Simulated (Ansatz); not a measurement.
# ClH4Si2: the cost of one run

Program: Ansatz 0.2.0 through its Python package. The levels of theory stand in the script. These are calculated values, not measurements.

## (1) Starting point

Bond lengths: Si1–Si2 2.235 Å, Si2–Cl3 2.039 Å, Si1–H4 1.465 Å, Si1–H5 1.541 Å, Si2–H6 1.500 Å, Si2–H7 1.507 Å. Angles: Si1–Si2–Cl3 109.0°, Si1–Si2–H6 111.6°, Si1–Si2–H7 112.6°, Cl3–Si2–H6 107.7°, Cl3–Si2–H7 107.5°, H6–Si2–H7 108.3°, Si2–Si1–H4 112.8°, Si2–Si1–H5 112.3°, H4–Si1–H5 105.5°.

No structure file is read: the coordinates are typed or built in the script.

## (2) The script

basis_clh4si2.py reads:

```python
"""How the energy of ClH4Si2 converges with the basis."""

import argparse
import warnings

import ansatz as az

parser = argparse.ArgumentParser(description="How the energy of ClH4Si2 converges with the basis.")
parser.add_argument("--method", default="mp2", help="wavefunction method")
args = parser.parse_args()


def main() -> None:
    warnings.simplefilter("ignore", az.DeckWarning)

    mol = (
        az.Crystal.molecule()
        .atom("Si", (-1.2933, 0.1452, -0.4305))
        .atom("Si", (0.7237, -0.094, 0.5016))
        .atom("Cl", (0.8855, -1.981, 1.2557))
        .atom("H", (-1.4711, -0.6924, -1.6198))
        .atom("H", (-1.5536, 1.5896, -0.9004))
        .atom("H", (0.9245, 0.8677, 1.6345))
        .atom("H", (1.8456, 0.097, -0.4868))
    )

    model = (
        mol.calculation()
        .correlation(args.method)
        .spin("collinear", total=1)
    )

    energies = {}
    for basis in ["cc-pVDZ", "cc-pVTZ"]:
        r = model.basis(gaussian=basis).run(threads=1, pin="off").report
        size = r["n_frozen"] + r["n_occupied"][0] + r["n_virtual"][0]
        energies[basis] = (r["reference_energy_ev"] / 27.211386246, r["free_energy_ev"] / 27.211386246)
        print(f"{basis:14s} {size:4d} orbitals  reference {energies[basis][0]:14.6f} Ha  total {energies[basis][1]:14.6f} Ha")

    # correlation energy at the basis limit from E(X) = E + A / X^3
    small, large = (energies[b][1] - energies[b][0] for b in ("cc-pVDZ", "cc-pVTZ"))
    limit = (3 ** 3 * large - 2 ** 3 * small) / (3 ** 3 - 2 ** 3)
    print(f"correlation energy: {small:.6f} and {large:.6f} Ha, extrapolated {limit:.6f} Ha")
    print(f"share caught by the larger set: {100 * large / limit:.1f} %")


if __name__ == "__main__":
    main()
```

## (3) What the engine is handed

The engine receives this input (first run):

```yaml
crystal:
  periodic: [false, false, false]
  atoms:
    - { symbol: Si, position_ang: [-1.2933, 0.1452, -0.4305] }
    - { symbol: Si, position_ang: [0.7237, -0.094, 0.5016] }
    - { symbol: Cl, position_ang: [0.8855, -1.981, 1.2557] }
    - { symbol: H, position_ang: [-1.4711, -0.6924, -1.6198] }
    - { symbol: H, position_ang: [-1.5536, 1.5896, -0.9004] }
    - { symbol: H, position_ang: [0.9245, 0.8677, 1.6345] }
    - { symbol: H, position_ang: [1.8456, 0.097, -0.4868] }
basis:
  gaussian:
    orbitals: cc-pVDZ
magnetization:
  spin_polarized: true
  initial_magnetization: 1.0
correlation:
  method: mp2
```

## (4) Running it

The run is started by

```console
> python basis_clh4si2.py
```

Q: Estimate wall time and peak memory on 1 thread of Arm Neoverse V1, shared host.

About 5.8 s, with a peak of 0.4 GiB.
